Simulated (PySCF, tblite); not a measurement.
Q: Give a GFN2-xTB geometry of `CC1=CCC=C1`.

A: 
```xyz
14
C6H8 angstrom
C      2.079    0.166   -0.017
C      0.595    0.031   -0.002
C     -0.138   -1.087    0.119
C     -1.592   -0.750    0.077
C     -1.576    0.734   -0.086
C     -0.309    1.163   -0.127
H      2.407    0.817    0.793
H      2.407    0.611   -0.956
H      2.555   -0.805    0.097
H      0.226   -2.092    0.232
H     -2.101   -1.243   -0.755
H     -2.109   -1.052    0.991
H     -2.470    1.326   -0.154
H      0.026    2.180   -0.234
```

Orientation and origin are arbitrary. Atoms count from 1 in this order. The C–C distances run from 1.338 Å (C5=C6, drawn double) to 1.493 Å (C3–C4, drawn single), a spread of 0.155 Å. The 5-membered ring C2–C3–C4–C5–C6 has internal angles of 102.5° to 110.0°; it is planar, 0.00 Å rms from its mean plane, widest ring torsion 0°. The 6 heavy atoms lie in one plane (0.001 Å rms).

Bonds between heavy atoms (Å): C1–C2 1.490, C2=C3 1.342, C3–C4 1.493, C4–C5 1.493, C5=C6 1.338, C2–C6 1.455.

Computed geometry: GFN2-xTB, gas phase.

Point group: Cs (tolerance 0.08 Å). Its GFN2-xTB frequencies are all real (lowest 106 cm⁻¹).
